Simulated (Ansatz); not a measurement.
# NH2Cl (triplet): from Hartree-Fock to the top rungs at distance Cl1–H2 along a hydrogen transfer = 1.559 Å, cc-pVDZ

The task here is to estimate one member of a computed series from the others.

Method: cc-pVDZ, core rule «outside noble gas», up to 6 orbitals frozen; program: Ansatz 0.2.0, Gaussian basis.

The runs, in order: UHF; CCSD(T) on ROHF; CCSD(T) on UHF; BCCD(T) on ROHF; CISD; CCSDT(Q) on ROHF; CCSDT(Q) on UHF; CASSCF and MRCISD+Q, 4 electrons in 4 orbitals; CASSCF and NEVPT2, 4 electrons in 4 orbitals; CASSCF and MRCISD+Q, 14 electrons in 10 orbitals; CASSCF and NEVPT2, 14 electrons in 10 orbitals.

10 further runs of the same task are left out: 9 that didn't finish, 1 set aside as unsound or not needed.

## The geometry

The geometry derives from fragments relaxed apart (PBE0/def2-TZVP) and kept rigid, so it is no stationary point. A hydrogen atom is moved between rigid fragments.

4 atoms, charge 0, spin multiplicity 3.

Atoms are counted from 1 here; the program's logs count them from 0.

Bond lengths: Cl1–H2 1.559 Å, N3–H4 1.040 Å.

Geometry (Å):

```xyz
4
ClH2N
Cl   -1.9435    0.2511    0.0000
H    -0.3845    0.2511    0.0000
N     1.0295    0.2511    0.0000
H     1.2986   -0.7532    0.0000
```

Set-up of the first run:

File in.yaml:

```yaml
crystal:
  periodic: [false, false, false]
  atoms:
    - {symbol: Cl, position_ang: [-1.943520, 0.251057, 0.000000]}
    - {symbol: H, position_ang: [-0.384520, 0.251057, 0.000000]}
    - {symbol: N, position_ang: [1.029480, 0.251057, 0.000000]}
    - {symbol: H, position_ang: [1.298561, -0.753170, 0.000000]}
basis:
  gaussian: {orbitals: cc-pVDZ}
magnetization: {spin_polarized: true, initial_magnetization: 2}
hamiltonian: {xc: hf}
output: {orbitals: {seedname: orbitals}}
```

The run is started by

```bash
ansatz run in.yaml --threads 1 --pin off --events-out ev --progress --plain --max-ram 2393MiB
```

Among the steps run: UHF; CCSD(T) on ROHF; CCSD(T) on UHF; BCCD(T) on ROHF; CISD; CCSDT(Q) on ROHF; CCSDT(Q) on UHF; CASSCF and MRCISD+Q, 4 electrons in 4 orbitals; CASSCF and NEVPT2, 4 electrons in 4 orbitals; CASSCF and MRCISD+Q, 14 electrons in 10 orbitals; CASSCF and NEVPT2, 14 electrons in 10 orbitals.

One table of the session follows, with a row left open; its other results are not shown here.

```
          method  from UCCSDT(Q) (kJ/mol)
            ROHF                   +829.5
             UHF                   +803.4
            RMP2                   +116.4
            UMP2                   +114.1
            CISD                    +88.1
           RCCSD                    +20.5
           UCCSD                    +19.5
        RCCSD(T)                        ?
        UCCSD(T)                     +3.8
         BCCD(T)                     +3.8
          RCCSDT                     +1.6
          UCCSDT                     +1.5
       RCCSDT(Q)                     +0.1
       UCCSDT(Q)                        0
  CASSCF valence                   +683.5
  NEVPT2 valence                   +135.2
  MRCISD valence                    +55.1
MRCISD+Q valence                     +3.2
```

Estimate the missing values for RCCSD(T).

**Answer.** from UCCSDT(Q) (kJ/mol): +4.0. In the column «from UCCSDT(Q) (kJ/mol)» it lies between BCCD(T) (+3.8) and UCCSD (+19.5).

Left out of the table: CASSCF pair, NEVPT2 pair, MRCISD pair, MRCISD+Q pair (the active space lost an orbital or holds another state than full CI finds).

Limits of these values: Restricted and unrestricted rows rest on different reference determinants; where their highest levels disagree by more than a few hundredths of an eV, they describe different states and don't form one ladder. Warnings in the runs' records: passed over end.
